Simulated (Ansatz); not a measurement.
Rock-salt BaTe was calculated with G0W0@PBE (Ansatz, a program for electronic structure, plane waves, hard PAW, contour deformation).

The cell has the measured lattice parameters. Conventional cell: a = 7.0070 Å, b = 7.0070 Å, c = 7.0070 Å, α = 90.00°, β = 90.00°, γ = 90.00°.

The quasiparticle gap at Γ at a fixed k mesh 2×2×2:

```tsv
response cutoff	value (eV)
150 eV, 659 empty bands	3.839
200 eV, 1015 empty bands	3.859
250 eV, 1418 empty bands	3.869
300 eV, 1864 empty bands	3.876
```

Task: Taking the value to converge with the response cutoff E as E^(−3/2), extrapolate from the last two rows.

Result: With y = y∞ + c/w and weights w = 3953 and 5196 for the last two rows, y∞ = (w2 y2 − w1 y1)/(w2 − w1) = (5196 × 3.876 − 3953 × 3.869)/1243 = 3.898 eV, which lies 0.022 beyond the last row. Successive pairs of rows give 3.896, 3.894, 3.898. The limit also hangs on the law assumed, so its last digits aren't firm.

The other settings are not extrapolated, so this is the limit in one setting alone.

At the last cutoff the smallest gap on this mesh is 2.35 eV, with an edge away from Γ.

Spin–orbit coupling is not included; with these elements it can move the gap by several tenths of an eV or more.
